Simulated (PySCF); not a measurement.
# What builds the first ionisation energy along the second row

All values are computed (PySCF 2.14, energy differences of UHF-based or UKS calculations, no spin-orbit coupling). Each column adds one step, in eV (sums use unrounded values): valence MP2, valence CCSD, valence triples, then the next inner shell at CCSD(T) (Be 1s, B 1s, C 1s, N 1s, O 1s, F 1s, Ne 1s). References (NIST) marked * lie between the lowest fine-structure levels; the others compare directly ((s) semi-empirical, (t) theoretical).

```
                                                    element     UHF  + MP2  + CCSD  + (T)  + inner shell     sum  reference
       Be [He] 2s2 → [He] 2s1 (x2c-QZVPPall, spin-free X2C)   8.044  0.775   0.472  0.000          0.005   9.297      9.323
C [He] 2s2 2p2 → [He] 2s2 2p1 (x2c-QZVPPall, spin-free X2C)  10.796  0.478  -0.104  0.030          0.024  11.224     11.262
N [He] 2s2 2p3 → [He] 2s2 2p2 (x2c-QZVPPall, spin-free X2C)  13.887  0.715  -0.145  0.027          0.022  14.506     14.545
O [He] 2s2 2p4 → [He] 2s2 2p3 (x2c-QZVPPall, spin-free X2C)  12.012  1.382   0.032  0.048          0.013  13.487     13.608
F [He] 2s2 2p5 → [He] 2s2 2p4 (x2c-QZVPPall, spin-free X2C)  15.637  1.704  -0.108  0.058          0.013  17.303     17.427
       Ne [Ne] → [He] 2s2 2p5 (x2c-QZVPPall, spin-free X2C)  19.641  2.022  -0.269  0.065          0.011  21.469     21.597
```

**Question.** Estimate the missing row, B [He] 2s2 2p1 → [He] 2s2 (x2c-QZVPPall, spin-free X2C).

**Answer.** The calculation gives UHF 8.040; + MP2 0.248; + CCSD -0.097; + (T) 0.039; + inner shell 0.027; sum 8.257. The reference value is 8.297.

What remains against the references is mostly basis incompleteness.

These are valence bases, so the inner-shell step is incomplete.
